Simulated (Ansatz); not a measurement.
Relaxation of BH4O (6 atoms, charge 0, multiplicity 2), to a largest force component of 0.03 eV/Å in at most 50 steps.

All numbers below come from Ansatz 0.2.0, UKS BHLYP-D4/6-31G*.

```xyz
6
Properties=species:S:1:pos:R:3
B 0.014 -0.012 -0.103
H 0.060 -0.206 1.068
H 1.022 0.116 -0.710
H -1.034 0.032 -0.655
O 0.010 0.014 3.268
H -0.586 -0.746 3.220
```

Problem. Where does it end, and by what steps?

Solution. It converged. The force dipped under the threshold on the way, but the program's further checks kept it going. After 35 steps the energy has fallen by 1.795 eV; H2 moved furthest, 1.20 Å. Joined: B1–O5 (3.37 → 1.37 Å).

```
step  energy less start (eV)  largest force component (eV/Å)  accepted
   0                  0.0000                           0.074       yes
   2                 -0.0062                           0.153       yes
   4                 -0.0097                           0.183       yes
   6                 -0.0136                           0.028       yes
   8                 -0.0200                           0.288       yes
  10                 -0.0598                           0.493       yes
  12                 -0.0903                           0.299       yes
  14                 -0.1726                           0.377       yes
  16                 -0.3752                           0.637       yes
  18                 -1.0259                           2.236       yes
  20                 -1.3512                           5.079        no
  22                 -1.6552                           0.719       yes
  24                 -1.6975                           0.241       yes
  26                 -1.7044                           0.159       yes
  28                 -1.7205                           0.617       yes
  30                 -1.7712                           0.537       yes
  32                 -1.7915                           0.292       yes
  34                 -1.7946                           0.074       yes
  35                 -1.7949                           0.020       yes
```

```xyz
6
Properties=species:S:1:pos:R:3
B 0.112 0.024 0.747
H 0.074 -1.216 0.414
H 0.845 0.698 0.104
H -1.003 -0.267 0.178
O 0.033 0.269 2.092
H -0.576 -0.309 2.552
```

Whether the end is a true minimum wasn't checked by a vibrational analysis.

The run took 59 s on 1 thread of Arm Neoverse V2, with other jobs on the host, peak memory 0.11 GiB.
